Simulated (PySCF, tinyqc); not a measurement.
Inside a calculation. Method: CIS on RHF in the sto-6g basis, frozen core, for HF, spin multiplicity 1. The lowest restricted solution is unstable here: a spin-polarised one lies 0.0001 hartree lower (PySCF). One step of it, computed by the program tinyqc.

Question. CIS matrix, triplets. A(ia,jb) = (e_a - e_i) d_ij d_ab - (ij|ab).

orbital energies (hartree): MO1 -26.261349, MO2 -1.431984, MO3 -0.502860, MO4 -0.471789, MO5 -0.471789, MO6 0.373390

Two-electron integrals over orbitals (pq|rs), unique and non-zero (hartree); the lowest 1 orbital is frozen and left out:
```
(22|22) 0.874665    (32|22) -0.044417   (32|32) 0.137973    (33|22) 0.702263
(33|32) -0.017715   (33|33) 0.687080    (42|42) 0.189073    (43|42) -0.029011
(43|43) 0.036517    (44|22) 0.896217    (44|32) -0.067195   (44|33) 0.688525
(44|44) 0.998085    (52|52) 0.189073    (53|52) -0.029011   (53|53) 0.036517
(54|54) 0.053789    (55|22) 0.896217    (55|32) -0.067195   (55|33) 0.688525
(55|44) 0.890506    (55|55) 0.998085    (62|22) -0.090974   (62|32) -0.074285
(62|33) -0.024324   (62|44) -0.089318   (62|55) -0.089318   (62|62) 0.091248
(63|22) -0.231110   (63|32) 0.081792    (63|33) -0.097638   (63|44) -0.240827
(63|55) -0.240827   (63|62) 0.039000    (63|63) 0.225899    (64|42) -0.029694
(64|43) -0.021722   (64|64) 0.028983    (65|52) -0.029694   (65|53) -0.021722
(65|65) 0.028983    (66|22) 0.643081    (66|32) 0.048989    (66|33) 0.652298
(66|44) 0.625518    (66|55) 0.625518    (66|62) -0.055561   (66|63) -0.022296
(66|66) 0.681725
```

Give: CIS matrix A, triplet.

Answer.

CIS matrix A, triplet (hartree):
```
         2>6      3>6     4>6     5>6
2>6   1.1623  -0.0490  0.0000  0.0000
3>6  -0.0490   0.2240  0.0000  0.0000
4>6   0.0000   0.0000  0.2197  0.0000
5>6   0.0000   0.0000  0.0000  0.2197
```
